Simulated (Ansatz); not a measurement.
# BH₂O radical: basis-set convergence

One table from this session's results is given with a row withheld; the runs are named, their logs left out.

Computed with Ansatz 0.2.0, Gaussian basis. Level: one geometry, several basis sets.

Levels to be run: PBE0-D4/def2-SVP; ωB97M-V/def2-SVP; PBE0-D4/def2-QZVPP; ωB97M-V/def2-QZVPP; CCSD(T)/cc-pV(D+d)Z; CCSD(T)/cc-pV(T+d)Z; CCSD(T)/cc-pV(Q+d)Z; the functionals' def2-TZVPP values are taken from earlier runs.

## The relaxed structure

An earlier PBE0-D4 in a triple-zeta def2 set relaxation fixed the geometry.

SMILES `B[O]`, 4 atoms, charge 0, spin multiplicity 2.

Atoms are counted from 1 here; the program's logs count them from 0.

Bond lengths: B1–O2 1.281 Å, B1–H3 1.211 Å, B1–H4 1.211 Å. Angles: O2–B1–H3 119.9°, O2–B1–H4 119.9°, H3–B1–H4 120.2°.

The first run:

Input file in.yaml:

```yaml
crystal:
  periodic: [false, false, false]
  atoms:
    - {symbol: B, position_ang: [-0.001051, -0.010288, -0.015130]}
    - {symbol: O, position_ang: [1.025286, -0.340806, 0.676880]}
    - {symbol: H, position_ang: [-1.052622, -0.587743, 0.151623]}
    - {symbol: H, position_ang: [0.083887, 0.878536, -0.833572]}
basis:
  gaussian: {orbitals: def2-SVP}
magnetization: {spin_polarized: true, initial_magnetization: 1}
hamiltonian: {xc: pbe0, dispersion: d4}
output: {orbitals: {seedname: orbitals}}
```

Among the steps run: PBE0-D4 in def2-SVP; ωB97M-V in def2-SVP; PBE0-D4 in def2-QZVPP; ωB97M-V in def2-QZVPP.

One table of the session follows, with a row left open; its other results are not shown here.

| functional | basis | HOMO (eV) | LUMO (eV) |
| --- | --- | --- | --- |
| PBE0-D4 | def2-SVP | -9.21 | -4.38 |
| PBE0-D4 | def2-TZVPP | -9.30 | -4.46 |
| PBE0-D4 | def2-QZVPP | ? | ? |
| ωB97M-V | def2-SVP | -11.34 | -2.22 |
| ωB97M-V | def2-TZVPP | -11.48 | -2.34 |
| ωB97M-V | def2-QZVPP | -11.49 | -2.36 |

**Question.** Estimate the row for PBE0-D4, def2-QZVPP.

**Answer.** HOMO (eV): -9.32; LUMO (eV): -4.48. In the column «HOMO (eV)» it lies between ωB97M-V, def2-SVP (-11.34) and PBE0-D4, def2-TZVPP (-9.30).
